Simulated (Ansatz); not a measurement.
**BH2F− (SMILES [BH2-]F) at 6 levels**

We compute a comparison of 6 runs (UBLYP/STO-3G, UCAM-B3LYP/STO-3G, UHSE06/STO-3G, UPBE/STO-3G, UMP2/STO-3G, UCCSDT(Q)/STO-3G) of BH2F−. 

The calculation is run with Ansatz 0.2.0.

1 further run of the same task is left out (it didn't finish).

## 1. The structure to begin with

BH2F−: 4 atoms, total charge -1, spin state doublet. SMILES: `[BH2-]F`. The H4–B1 distance was set to 2.484 Å, away from the relaxed value. At this shape a bond of the SMILES string is far longer than usual.

Bond lengths: B1–F2 1.499 Å, B1–H3 1.242 Å. Angles: F2–B1–H3 108.4°.

## 2. The energy at UBLYP/STO-3G (run 1)

File in.yaml:

```yaml
crystal:
  periodic: [false, false, false]
  atoms:
    - symbol: B
      position_ang: [-0.367447, 0.110795, 1.296308]
    - symbol: F
      position_ang: [0.750803, -0.662455, 1.926888]
    - symbol: H
      position_ang: [-1.421447, -0.527305, 1.450118]
    - symbol: H
      position_ang: [0.194760, 0.498060, -1.091520]
basis:
  gaussian: {orbitals: STO-3G}
accuracy: high
hamiltonian: {xc: {name: BLYP}}
magnetization: {spin_polarized: true, initial_magnetization: 1}
total_charge: -1
```

Run with:

```sh
$ ansatz run in.yaml --threads 1 --pin off --max-ram 2610MiB --events-out events.jsonl --progress --plain --runs-dir runs
```

Output:

```text
Warning: RAYON_NUM_THREADS=1 ignored (pool sized by the plan → 1); use --threads N
Functional definition: BLYP
  name "BLYP"
  parameter beta = 0.0042
  parameter a = 0.04918
  parameter b = 0.132
  parameter c = 0.2533
  parameter d = 0.349
  exchange = b88_x(beta = beta)
  correlation = lyp_c(a = a, b = b, c = c, d = d)
187 factors; integrals over basis functions are off by at most 3.1e-8 eV
mean field evaluation 1: about -3289.3358 eV, gradient 1.1e2 eV
mean field evaluation 2: about -3326.5478 eV, gradient 3.4e1 eV
mean field evaluation 4: about -3299.9671 eV, gradient 1.0e2 eV
mean field evaluation 8: about -3343.9022 eV, gradient 3.7e1 eV
mean field evaluation 16: about -3367.5398 eV, gradient 5.0e-8 eV
mean field -3367.53984302 eV, -123.7548066305 hartree, gradient 1.8e-8 eV, S^2 0.771116; 2 other end points of the search recorded, 0 dependent functions left out
reference -3367.53987513 eV, -123.7548078105 hartree; 9, 8 occupied and 3, 4 virtual orbitals, 187 factors
Total energy: -3367.53987513 eV, -123.7548078105 hartree
```

Run time: 1.1 s. Hardware: 1 thread of AMD EPYC 7R43 (Zen 3), shared host; peak memory 0.11 GiB.

## 3. The energy at UCAM-B3LYP/STO-3G (run 2)

File in.yaml:

```yaml
basis:
  gaussian: {orbitals: STO-3G}
crystal:
  periodic: [false, false, false]
  atoms:
    - {symbol: B, position_ang: [-0.367447, 0.110795, 1.296308]}
    - {symbol: F, position_ang: [0.750803, -0.662455, 1.926888]}
    - {symbol: H, position_ang: [-1.421447, -0.527305, 1.450118]}
    - {symbol: H, position_ang: [0.194760, 0.498060, -1.091520]}
hamiltonian: {xc: {name: CAM-B3LYP}}
total_charge: -1
accuracy: high
magnetization: {spin_polarized: true, initial_magnetization: 1}
```

Run with:

```sh
$ ansatz run in.yaml --threads 1 --pin off --max-ram 2610MiB --events-out events.jsonl --progress --plain --runs-dir runs
```

Output:

```text
Warning: RAYON_NUM_THREADS=1 ignored (pool sized by the plan → 1); use --threads N
Functional definition: CAM-B3LYP
  name "CAM-B3LYP"
  parameter alpha = 0.19
  parameter beta = 0.46
  parameter omega = 0.33/bohr
  parameter ac = 0.81
  exchange = (1 - alpha - beta)*b88_x + beta*b88_x_sr(omega) + alpha*exact_x + beta*exact_x_lr(omega)
  correlation = (1 - ac)*vwn5_c + ac*lyp_c
187 factors; integrals over basis functions are off by at most 3.1e-8 eV
120 factors; integrals over basis functions are off by at most 6.7e-10 eV
mean field evaluation 1: about -3347.8452 eV, gradient 5.1e1 eV
mean field evaluation 2: about -3351.1484 eV, gradient 3.0e1 eV
mean field evaluation 4: about -3365.7200 eV, gradient 7.5e0 eV
mean field evaluation 8: about -3366.6355 eV, gradient 4.5e-1 eV
mean field evaluation 16: about -3366.6157 eV, gradient 3.6e-4 eV
mean field -3366.61568300 eV, -123.7208443760 hartree, gradient 5.7e-8 eV, S^2 0.883640; 0 other end points of the search recorded, 0 dependent functions left out
reference -3366.61569441 eV, -123.7208447956 hartree; 9, 8 occupied and 3, 4 virtual orbitals, 187 factors
Total energy: -3366.61569441 eV, -123.7208447956 hartree
```

Wall time 1.1 s (1 thread of AMD EPYC 7R43 (Zen 3), shared host); peak memory 0.12 GiB.

Runs 3 to 5 aren't shown in full; the table further down has their settings and results.

## 4. A single-point energy at UCCSDT(Q)/STO-3G (run 6)

File job.yaml:

```yaml
crystal:
  periodic: [false, false, false]
  atoms:
    - {symbol: B, position_ang: [-0.367447, 0.110795, 1.296308]}
    - {symbol: F, position_ang: [0.750803, -0.662455, 1.926888]}
    - {symbol: H, position_ang: [-1.421447, -0.527305, 1.450118]}
    - {symbol: H, position_ang: [0.194760, 0.498060, -1.091520]}
basis:
  gaussian:
    orbitals: STO-3G
total_charge: -1
magnetization:
  spin_polarized: true
  initial_magnetization: 1
correlation:
  method: ccsdt_q
  frozen_orbitals: {B: 1, F: 1, H: 0}
accuracy: high
scf:
  omitted_lower_state_checks: [cluster_reference, increment]
```

Run with:

```sh
$ ansatz run job.yaml --threads 1 --pin off --max-ram 2610MiB --events-out events.jsonl --progress --plain --runs-dir runs
```

Output:

```text
Warning: RAYON_NUM_THREADS=1 ignored (pool sized by the plan → 1); use --threads N
[... 13 lines left out ...]
2 core orbitals not correlated: weight in the atoms' cores, before any rotation towards them, 1.000 or more for the frozen orbitals, at most 0.000 for the correlated occupied ones
[... 51 lines left out ...]
WARN: these amplitudes may be one of several solutions (largest doubles amplitude 0.37, level shift 2.15 eV)
Total energy: -3354.21481980 eV, -123.2651210592 hartree
Checks for a lower state left out: cluster_reference, increment
```

It took 0.95 s on 1 thread of AMD EPYC 7R43 (Zen 3), shared host.

## 5. The series

| run | level | frozen core orbitals | energy (Eh) | ⟨S²⟩ | wall time |
| --- | --- | --- | --- | --- | --- |
| 1 | UBLYP/STO-3G | – | -123.754808 | 0.771 | 1.1 s |
| 2 | UCAM-B3LYP/STO-3G | – | -123.720845 | 0.884 | 1.1 s |
| 3 | UHSE06/STO-3G | – | -123.657849 | 0.859 | 1.2 s |
| 4 | UPBE/STO-3G | – | -123.652578 | 0.763 | 1.1 s |
| 5 | UMP2/STO-3G | 2 | -123.227766 | 1.150 | 0.14 s |
| 6 | UCCSDT(Q)/STO-3G | 2 | -123.265121 | 1.150 | 0.95 s |

## 6. Outcome

| quantity | value |
| --- | --- |
| run 6: total energy | -123.26512 Eh |
| run 6: correlation energy (2 core orbitals frozen) | -79.7 mEh |
| run 6: ⟨S²⟩ of the reference determinant | 1.150 |
| run 6: T1 diagnostic | 0.083 |

**Reading.** Totals of different functionals can't be ranked against each other. In runs 1, 2, 3, 4, 5, 6 the basis is minimal, so the values are rough. Spin contamination of the reference: run 5 ⟨S²⟩ = 1.15, run 6 ⟨S²⟩ = 1.15, run 2 ⟨S²⟩ = 0.88, run 3 ⟨S²⟩ = 0.86. All runs together took 5.5 s, the longest 1.2 s.
